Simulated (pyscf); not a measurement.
PySCF, gas phase, ωB97X-D3(BJ)/def2-SVP geometries.

Q: PBE/def2-TZVP puts the barrier of O=Ti=O (SMILES [O]=[Ti]=[O]) + H₂ (SMILES [H][H]) -> O=TiH–OH (SMILES [O]=[TiH][OH]) (addition across a multiple bond or ene-type step; singlet surface; H–H broken, H–Ti, H–O formed) at -15.9 kJ/mol and the reaction energy at -126.7 kJ/mol, from the separated reactants. What do B3LYP-D3(BJ)/def2-TZVP, PBE0-D3(BJ)/def2-TZVP, ωB97M-D3(BJ)/def2-TZVP give on the same structures?

A: B3LYP-D3(BJ): ΔE‡ = -7.7 kJ/mol, ΔE = -153.0 kJ/mol; PBE0-D3(BJ): ΔE‡ = -17.0 kJ/mol, ΔE = -161.1 kJ/mol; ωB97M-D3(BJ): ΔE‡ = -4.8 kJ/mol, ΔE = -167.8 kJ/mol. PBE's barrier lies among them. Its reaction energy lies over all of them, by 26.3 to 41.1 kJ/mol. On the reactant side the descent ends in an adduct with a H–Ti contact, 36.8 kJ/mol under the separated species and 30.5 kJ/mol under the saddle at ωB97X-D3(BJ)/def2-TZVP. At PBE, B3LYP-D3(BJ), PBE0-D3(BJ), ωB97M-D3(BJ) the saddle lies under the separated reactants, which points to a path from their complex (located at ωB97X-D3(BJ) alone). One saddle was located; it need not be the lowest between these sides.
